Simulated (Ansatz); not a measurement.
We consider hcp Hf, described by r²SCAN+rVV10 (plane waves, PAW; Ansatz, a first-principles code).

Settings: plane-wave cutoff 560 eV, 18×18×12 k mesh (along the axes of the cell as run), Fermi–Dirac smearing 0.05 eV, scalar-relativistic PAW data made under PBE.

Computed at the level's own relaxed cell.

Problem. Give the computed equilibrium lattice constant a, equilibrium volume per atom, bulk modulus B0, pressure derivative B′ of the bulk modulus and lattice parameter c.

Solution. 
equilibrium lattice constant a: 3.186 Å
equilibrium volume per atom: 22.09 Å³/atom
bulk modulus B0: 112 GPa
pressure derivative B′ of the bulk modulus: 3.3
lattice parameter c: 5.025 Å

The run finds no gap.

Measured, for comparison: lattice constant a 3.194 Å (293 K, no zero-point or thermal correction, our sources range from 3.194 to 3.200; as tabulated in Wikipedia's data pages); bulk modulus 110 GPa (zero-point energy and finite temperature contributions removed; as tabulated in doi:10.1021/acs.jctc.3c00612); lattice parameter c 5.051 Å (293 K, no zero-point or thermal correction; as tabulated in Wikipedia's data pages). Computed (rounded) less measured: lattice constant a -0.3 % (-0.3 % to -0.4 % over the range), bulk modulus +2 %, lattice parameter c -0.5 %. A static lattice is as a rule a little smaller and stiffer than an uncorrected measurement, which narrows the difference in the lattice parameter c and would widen misses of the other sign.

Note: the bulk modulus comes from volumes at which shape and atoms were relaxed.

Spin–orbit coupling is not included.

The result took very roughly 8 core-minutes.
